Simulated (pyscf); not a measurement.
Optimised with ωB97X-D3(BJ)/def2-SVP in PySCF.

Problem. Estimate the classical barrier height and the reaction energy of H₂C=CH–CH₃ + CH₃• → H₃C–CH•–CH₂–CH₃ at ωB97M-D3(BJ)/def2-TZVP. The step runs on the doublet surface, breaks none and forms C–C; take the separated reactants as zero.

Solution. ΔE‡ = 5.6 kcal/mol, ΔE = -27.7 kcal/mol. Zero-point energy shifts the barrier by +2.0 kcal/mol. It is an addition, with an imaginary mode of 450i cm⁻¹. This is the saddle that the search found; another between the same sides may lie lower.
